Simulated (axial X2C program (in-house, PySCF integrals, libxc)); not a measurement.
## SiC⁻ along the bond: PBE0, with spin–orbit coupling

All values were computed with an in-house all-electron X2C program for linear molecules (integrals from PySCF). Two-component (2c) means X2C with spin–orbit coupling and atomic mean-field two-electron Coulomb and Gaunt terms. Basis: Si dyall-av3z [9s8p3d2f], C dyall-av3z [8s7p3d2f] (cores contracted in-house); Gaussian nuclei, density fitting, unrestricted open shells. Masses: Si 27.977 u, C 12.000 u.

State: Ω = 1/2 (⟨Sz⟩ = 0.50, ⟨Lz⟩ = 0.00 at PBE0). Dipoles are positive if C is the positive end and refer to the centre of mass.

Results along the bond:

```tsv
R (Å)	μ (D)	HOMO (eV)	LUMO (eV)
1.458	-1.397	-0.68	2.69
1.525	-1.576	-0.56	2.57
1.575	-1.701	-0.49	2.48
1.626	-1.815	-0.42	2.39
1.676	-1.912	-0.35	2.31
1.735	-1.995	-0.28	2.23
1.793	-2.030	-0.22	2.17
1.869	-1.997	-0.15	2.10
1.961	-1.899	-0.11	2.05
2.095	-1.800	-0.10	2.00
```

The state is a single determinant with fixed occupations, the lowest that a limited PBE0 search found. Density functionals use the spin component along the axis (collinear). PBE0 can misorder states that lie within some tenths of an eV, so this need not be the ground state of the molecule. The nearest other 2c determinant of the search, Ω = 3/2, lies 0.44 eV up at the distance of the search. The determinant is spin-polarised beyond a pure state at some levels (its spin-free form has ⟨S²⟩ too high), which makes Re and μ there less reliable. The LUMO of an anion is an unbound level whose energy the basis sets.
